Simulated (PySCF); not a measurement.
**Ionisation energy of S by level of theory**

S [Ne] 3s2 3p4 (3P) → S+ [Ne] 3s2 3p3 (4S), as a difference of total energies. Computed with PySCF 2.14 in ANO-RCC-VTZP (5s4p2d1f, 34 functions), with the spin-free X2C one-electron Hamiltonian (Gaussian nucleus). Correlated levels: valence and next inner shell: 1s2 frozen. The calculations carry no spin-orbit coupling.

| method | ionisation energy (eV) |
| --- | --- |
| UHF | 9.220 |
| MP2 (valence and next inner shell) | 9.959 |
| SCS-MP2 (valence and next inner shell) | 10.031 |
| CCSD (valence and next inner shell) | 10.073 |
| CCSD(T) (valence and next inner shell) | 10.111 |

A first-order spin-orbit estimate (lowest level to lowest level, LS coupling) adds 0.023 eV.

Errors of the correlated levels include the incompleteness of this basis and the frozen core.

Which method comes closest to the reference value, and which is furthest?

The reference is 10.360 eV (measured; NIST Atomic Spectra Database, ionization energies). Closest: CCSD(T) (valence and next inner shell) (error -0.226 eV); furthest: UHF (error -1.117 eV), both after the spin-orbit estimate.
